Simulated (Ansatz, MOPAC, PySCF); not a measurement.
Reaction (SMILES): ClCl [molecular chlorine] → 2 Cl atom (the Cl-Cl bond breaks)

Wanted: bond dissociation energy (enthalpy at 298 K), in kcal/mol. Conventions: 6-31G* and kin with 6d, 5d where marked; spin-orbit terms left out; non-relativistic; open shells spin-unrestricted. First-principles rows: single points at B3LYP-D3(BJ) geometries (Ansatz, an electronic-structure program), with unscaled harmonic terms from B3LYP/6-31G* at its own minima. Semi-empirical rows: MOPAC heats of formation at their own minima for 298 K.

```json
[
 {"species": "ClCl", "coefficient": "-1", "E at M06-2X/6-31G* (5d) (PySCF), Eh": "-920.27344", "E at wB97X-V/def2-TZVPD (Ansatz), Eh": "-920.25290", "H(298 K) - E, kcal/mol": "2.95", "heat of formation at PM3 (MOPAC), kcal/mol": "-11.58"},
 {"species": "Cl atom", "coefficient": "+2", "E at M06-2X/6-31G* (5d) (PySCF), Eh": "-460.09600", "E at wB97X-V/def2-TZVPD (Ansatz), Eh": "-460.08005", "H(298 K) - E, kcal/mol": "1.48", "heat of formation at PM3 (MOPAC), kcal/mol": "28.99"}
]
```

Measured values: Active Thermochemical Tables 1.112 (ions: stationary electron), as tabulated in the package chemicals; they hold spin-orbit and core effects, anharmonicity.  Value to compare with, the measured value: 58.0 kcal/mol. 1 Eh = 627.5095 kcal/mol.

Question: Compute it at each level from the table, and compare with the measured value.

Answer: 
- M06-2X/6-31G* (5d): the sum of coefficient times E is 0.08144 Eh, or 51.10 kcal/mol; the thermal terms add 0.01. Result: 51.1 kcal/mol. Its error against the measured value is -6.9 kcal/mol.
- wB97X-V/def2-TZVPD: the sum of coefficient times E is 0.09280 Eh, or 58.23 kcal/mol; the thermal terms add 0.01. Result: 58.2 kcal/mol. Its error against the measured value is 0.2 kcal/mol.
- PM3: the sum of coefficient times heat of formation is 69.56 kcal/mol; it needs no thermal term. Its error against the measured value is 11.6 kcal/mol.
